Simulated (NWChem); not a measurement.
## isobutene (C4H8) in NWChem

```xyz
12

C     -1.2771     0.0000    -0.6812
C      0.0000     0.0000     0.1208
C      1.2771     0.0000    -0.6812
C      0.0000     0.0000     1.4702
H     -1.3299    -0.8886    -1.3479
H     -1.3299     0.8886    -1.3479
H     -2.1762     0.0000    -0.0350
H      1.3299    -0.8886    -1.3479
H      2.1762     0.0000    -0.0350
H      1.3299     0.8886    -1.3479
H      0.9401     0.0000     2.0449
H     -0.9401     0.0000     2.0449
```
Charge 0, spin multiplicity 1.

Program: NWChem. The geometry was optimised at PBE/def2-SVP, a minimum by its harmonic frequencies.

Symmetry labels belong to the abelian group C2v used in the runs, with the axes of the coordinates shown.

The Pople sets run with spherical d functions.

### Question
List the lowest 6 singlet excitations that CIS/6-31+G* (spherical d) gives, with oscillator strengths.

### Answer
```
state  symmetry  energy (eV)  wavelength (nm)      f
-----  --------  -----------  ---------------  -----
1            b2         7.11              174  0.035
2            a1         7.21              172  0.481
3            a2         7.85              158  0.000
4            b2         8.00              155  0.008
5            a2         8.50              146  0.000
6            b2         8.69              143  0.026
```
